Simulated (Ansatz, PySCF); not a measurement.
System: C3H7O, charge 0, multiplicity 2. It need not be the lowest isomer of its formula. 
Coordinates optimised at B3LYP-D3(BJ)/def2-TZVP (Ansatz, a first-principles code):
```xyz
11

O      0.0945     1.4245    -0.0606
C      0.0085     0.1079     0.3000
H      0.0184     0.1828     1.4108
C     -1.3211    -0.5346    -0.1092
C      1.2376    -0.7048    -0.1206
H     -1.3754    -0.6084    -1.1970
H      1.2721    -0.7845    -1.2088
H     -2.1575     0.0707     0.2384
H      2.1499    -0.2158     0.2192
H     -1.4118    -1.5395     0.3062
H      1.1981    -1.7131     0.2946
```
Charge 0, spin multiplicity 2.

Wanted: atomisation energy (electronic, to ground-state atoms), in kcal/mol. Cores are frozen in the correlated levels unless marked. UHF or UKS for open shells. No spin-orbit coupling. No relativistic terms. The coupled-cluster limit lacks core correlation, which all-electron functionals hold. CBS(X,Y): correlation extrapolated as X^-3; Hartree-Fock from the larger set. [CCSD(T)-MP2]/basis is that difference in the basis named.

| level | program | atomisation energy (kcal/mol) |
|---|---|---|
| revPBE/def2-TZVPD | Ansatz | 981.9 |
| r2SCAN/def2-TZVPD | Ansatz | 1000.0 |
| TPSSh-D3(BJ)/def2-TZVPD | PySCF + dftd3 | 1002.8 |
| M06-2X/def2-TZVPD | PySCF | 994.1 |
| wB97M-V/def2-TZVPD | Ansatz | 997.3 |
| B2PLYP-D4/def2-TZVPD | Ansatz + dftd4 | 985.5 |

Question: Estimate the value at RI-MP2/CBS(cc-pVTZ,cc-pVQZ)+[CCSD(T)-MP2]/cc-pVDZ as computed with Ansatz.

Answer: 995.0 kcal/mol, so B2PLYP-D4/def2-TZVPD differs from it by -9.5 kcal/mol.
